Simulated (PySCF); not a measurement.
**Assignment exercise: C$_{3}$H$_{4}$O**

Atoms are numbered as in `[CH:1]#[C:2][CH2:3][OH:4]`. Each H is labelled by its parent atom.

- coordinates at the PBE0-D3(BJ)/def2-SVP level
- spin–spin couplings from B3LYP/pcJ-1
- shieldings: GIAO CAM-B3LYP/pcSseg-2
- run in PySCF 2.14
- one computed conformer, no solvent, equivalent nuclei averaged, relativity neglected

Shifts are taken against calculated references (same method and geometry level): 13C, 1H vs TMS.

Q: Assign these signals to the numbered atoms. 13C{1H} NMR (computed): δ 88.5 (C), 81.3 (CH), 55.0 (CH2).

A: 
| δ (ppm) | atoms | environment | reason |
| --- | --- | --- | --- |
| 88.5 | C2 | alkyne carbon | sp carbons lie upfield of alkene carbons because the cylindrical π system leaves one tensor component strongly shielded |
| 81.3 | C1 | terminal alkyne carbon | the triple bond shields along its axis, which puts it between sp3 and sp2 carbons |
| 55.0 | C3 | propargylic sp3 CH2 bonded to O | deshielded by the electronegative neighbour |

Q: Assign these signals to the numbered atoms. 1H NMR (400 MHz, computed): δ 4.43 (d, J = 3.8 Hz, 2H), 2.18 (t, J = 3.8 Hz, 1H), 0.07 (br s, 1H).

A: 
| δ (ppm) | atoms | environment | reason |
| --- | --- | --- | --- |
| 4.43 | H(C3) | hydrogen on a propargylic sp3 CH2 bonded to O | its carbon carries O, which withdraws density |
| 2.18 | H(C1) | hydrogen on a terminal alkyne carbon | it lies on the axis of the triple bond, in its shielding cone |
| 0.07 | H(O4) | hydrogen on an alcohol oxygen | labile proton, position sensitive to the medium |

OH/NH shifts are gas-phase values; hydrogen bonding in solution moves them, usually downfield. Multiplet labels drop couplings under 1 Hz and merge nearly equal ones. Shifts are as computed, not scaled to solution data. Of 1211 compounds with measured shifts, 218 miss one by over three times the rms of a fit or turn the order of signals round; such compounds aren't used in these exercises. Couplings to exchangeable protons are dropped.
